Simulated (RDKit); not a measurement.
RDKit input (MMFF94):

```python
from rdkit import Chem
from rdkit.Chem import AllChem, rdDetermineBonds

mol = Chem.MolFromXYZFile('mol.xyz')
rdDetermineBonds.DetermineBonds(mol, charge=-1)
print('SMILES', Chem.MolToSmiles(Chem.RemoveHs(mol)))
ff = AllChem.MMFFGetMoleculeForceField(mol, AllChem.MMFFGetMoleculeProperties(mol))
e0 = ff.CalcEnergy()
flag = ff.Minimize(maxIts=5000, forceTol=1e-5)
print(f'energy {e0:.4f} -> {ff.CalcEnergy():.4f} kcal/mol, converged: {flag == 0}')
print(Chem.MolToXYZBlock(mol))
```
mol.xyz:
```
5

C     -0.11694774     1.03088931    -0.00007554
C      1.22198947     1.09440150     0.02281699
Cl    -0.60067191    -0.88892025    -0.01186726
H      1.92742678     0.26300953     0.03327278
H      1.65374524     2.09688986     0.03202189
```

Which steric energies does it print, before and after the minimisation?

49.05 and -2.15 kcal/mol. They count from the force field's own zero for this bonding and are no heats of formation.
